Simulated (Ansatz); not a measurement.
Basis-set series for C₄H₄N₂ (`c1cnccn1`). Charge 0, multiplicity 1. The geometry is a stationary point of PBE0-D4/def2-TZVP.

```xyz
10

C     0.986    0.786   -0.398
C     1.120   -0.052    0.701
N     0.134   -0.843    1.105
C    -0.986   -0.786    0.398
C    -1.120    0.052   -0.701
N    -0.134    0.843   -1.105
H     1.806    1.426   -0.712
H     2.046   -0.084    1.268
H    -1.806   -1.426    0.712
H    -2.046    0.084   -1.268
```

```tsv
functional	basis	functions	energy (Eh)	HOMO (eV)	LUMO (eV)
PBE0-D4	def2-SVP	104	-263.82285	-7.18	-1.40
PBE0-D4	def2-TZVPP	242	-264.11151	-7.30	-1.54
ωB97M-V	def2-SVP	104	-264.02159	-9.54	0.85
ωB97M-V	def2-TZVPP	242	-264.32140	-9.68	0.63
```

(1) Give the rows for def2-QZVPP. (Best estimate.)

Answers

(1) Ansatz gave: 
```tsv
functional	basis	functions	energy (Eh)	HOMO (eV)	LUMO (eV)
PBE0-D4	def2-QZVPP	462	-264.12532	-7.33	-1.59
ωB97M-V	def2-QZVPP	462	-264.33428	-9.71	0.54
```

Positive LUMOs are unbound and depend on the basis.
